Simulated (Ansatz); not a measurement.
# CH3SSi: the cost of one run

Method: RKS B3LYP/cc-pVDZ, in Ansatz 0.2.0.

## 1. The starting structure

Bond lengths: Si1–C2 1.767 Å, C2–S3 1.714 Å, Si1–H4 1.450 Å, Si1–H5 1.462 Å, C2–H6 1.090 Å. Angles: Si1–C2–S3 126.9°, Si1–C2–H6 118.5°, S3–C2–H6 114.6°, C2–Si1–H4 126.0°, C2–Si1–H5 121.0°, H4–Si1–H5 112.9°.

As a file:

```xyz
6

Si   -0.5813    0.1293   -0.6420
C     0.6370   -0.0322    0.6278
S     0.8819   -1.3846    1.6523
H    -1.5824   -0.8591   -0.9949
H    -0.6833    1.3521   -1.4364
H     1.3280    0.7946    0.7932
```

## 2. Preparing the start

Contents of input.yaml:

```yaml
crystal:
  periodic: [false, false, false]
  atoms:
    - { symbol: Si, position_ang: [-0.58126, 0.1293, -0.64198] }
    - { symbol: C, position_ang: [0.637, -0.03222, 0.62776] }
    - { symbol: S, position_ang: [0.8819, -1.38461, 1.65233] }
    - { symbol: H, position_ang: [-1.58236, -0.85914, -0.99487] }
    - { symbol: H, position_ang: [-0.68331, 1.35209, -1.43642] }
    - { symbol: H, position_ang: [1.32803, 0.79458, 0.79318] }
total_charge: -1
basis:
  gaussian: { orbitals: cc-pVDZ }
hamiltonian:
  xc: b3lyp
relax:
  f_tol: 0.02
  max_steps: 40
```

The run is started by

```
ansatz run input.yaml --threads 1 --pin off --max-ram 2048MiB --backend cpu --events-out ev --progress --plain --runs-dir out
```

What time and memory should one allow on 1 thread of Arm Neoverse V1, shared host?

About 35 s, with a peak of 0.13 GiB.
